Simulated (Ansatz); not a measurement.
BN: pressure series

Take BN in the zinc blende structure (space group F-43m, No. 216; a = 3.625 Å) as the base.

Cell and atoms are relaxed at each pressure.

All numbers come from PBE/PAW in Ansatz (an electronic-structure program), scalar-relativistic without spin-orbit coupling.

| P (GPa) | V (Å³/atom) |
|---|---|
| -2.00 | 5.985 |
| -1.00 | 5.969 |
| 0.29 | 5.948 |
| 0.69 | 5.942 |
| 1.48 | 5.929 |
| 3.00 | 5.906 |
| 5.00 | 5.875 |
| 7.50 | 5.838 |
| 10.00 | 5.802 |

Task: Fit a third-order Birch–Murnaghan equation of state.

Result: Least squares on P(V) = (3B₀/2)[(V₀/V)^(7/3) − (V₀/V)^(5/3)]·[1 + (3/4)(B₀′ − 4)((V₀/V)^(2/3) − 1)] gives V₀ = 5.95 Å³/atom, B₀ = 371 GPa and B₀′ = 3.7.

Measured bulk modulus of BN: 410.2 GPa (static lattice; corrected from measurement; as listed in Daniel Mejia-Rodriguez, S. B. Trickey, Phys. Rev. B (2018)); the computed value is 9 % below it.

Load acts through the strain it causes; cell and atoms are relaxed under it. No phonon test of stability was made. Competing high-pressure phases were not computed.
